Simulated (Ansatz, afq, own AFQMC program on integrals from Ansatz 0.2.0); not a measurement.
**Where AFQMC and coupled cluster stand for CH₆GaOSi, doublet**

```tsv
atom	x (Å)	y (Å)	z (Å)
C	-1.1638	2.0633	-0.0356
Ga	-0.5082	0.3788	-0.8960
O	0.2002	-0.7879	0.2847
Si	0.8953	-2.2757	0.4601
H	-0.3351	2.4745	0.5611
H	-1.5036	2.7967	-0.7775
H	-1.9931	1.7906	0.6353
H	0.0979	-3.1106	1.4111
H	2.2821	-2.1402	1.0044
H	0.9786	-3.0099	-0.8445
```

Basis def2-SVP. Noble-gas cores (and the filled d shells of Ga–Kr and In–Xe) are frozen. Integrals, coupled cluster, full CI and functionals: Ansatz 0.2.0; the random walks run on the same integrals in our own AFQMC program. The CISD trial takes its coefficients from CCSD amplitudes. Released means that phaseless walkers are propagated on without the constraint, phases kept. ± is one standard error of the sampling. No spin–orbit coupling.

Determinant: UHF, the one that the program's search chose, which needn't be the lowest solution. The geometry is a PBE0/def2-SVP stationary point of this or a neighbouring charge and spin state.

No full CI on the walks' own integrals is used here. The released AFQMC energy serves as the reference, which it does only where one determinant dominates, the energy is flat over the last release times and near the phaseless one (40 meV or 2 meV an electron, half that with transition metals). On small molecules, where full CI could be run and the noise was under 10 meV, such values lay within 10 meV of it in 19 cases of 20, a flattering rate, since the rule was set on those same cases; what remains of the bias isn't in the error bar.

Cautions: no relativity below Rb; no spin-orbit coupling; inner d shell frozen; the ph-AFQMC/CISD walk drifts between its halves (2.1 errors); the released value is read at 0.90 1/Eh with a noise of 14 meV, more than in the cases checked (meV from the phaseless value at times in 1/Eh: -14 ± 9 at 0.21, -12 ± 7 at 0.42, -16 ± 8 at 0.63, -11 ± 14 at 0.90).

The T1 diagnostic is 0.0158 and the weight of the determinant in the CISD state is 0.815. The ⟨S²⟩ of the determinant is 0.761. The size of the correlated space is 23 electrons in 87 orbitals.

(1) Estimate: order these by the size of their error in total energy against AFQMC with the constraint released, smallest first.
A. MP2
B. CCSD
C. phaseless AFQMC with a CISD trial
D. CCSD(T)

(1) C (10.7 ± 15.7 meV), D (78.1 ± 13.8 meV), B (450.0 ± 13.8 meV), A (1681.3 ± 13.8 meV).

Reference: AFQMC with the constraint released, correlation energy -14.735 ± 0.014 eV.

Released energies are given only where the last usable release times agree within the noise; a slower fall can still hide under it.
